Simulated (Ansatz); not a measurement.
Mulliken charges of C₄H₅Cl, SMILES `C=C=CCCl` from r2SCAN/def2-TZVPP in Ansatz (PBE0-D4/def2-TZVP geometry).

| atom | x (Å) | y (Å) | z (Å) | charge (e) |
| --- | --- | --- | --- | --- |
| C1 | 0.161 | 1.052 | 1.835 | -0.203 |
| C2 | -0.181 | 0.266 | 0.860 | 0.014 |
| C3 | -0.521 | -0.516 | -0.124 | -0.162 |
| C4 | 0.114 | -0.445 | -1.468 | 0.067 |
| Cl5 | 0.977 | -1.969 | -1.861 | -0.180 |
| H6 | 0.941 | 0.769 | 2.535 | 0.109 |
| H7 | -0.324 | 2.012 | 1.982 | 0.107 |
| H8 | -1.298 | -1.261 | 0.022 | 0.094 |
| H9 | -0.630 | -0.318 | -2.255 | 0.078 |
| H10 | 0.844 | 0.359 | -1.523 | 0.075 |

By hand: the dipole of these point charges (1 e Å = 4.8032 D).

Σ q r = (-0.159, 0.381, 0.097) e Å, of length 0.424 e Å = 2.04 D.

How does the dipole of the full density compare? (An estimate is asked.)

Ansatz gave: (-0.185, 0.361, 0.145) e Å, 2.07 D; the point charges give 0.99 times that, at 8° from its direction.

Point charges leave out the atoms' own dipoles, such as those of lone pairs, and Mulliken's split depends on the basis, so the close match here is no proof of good charges.
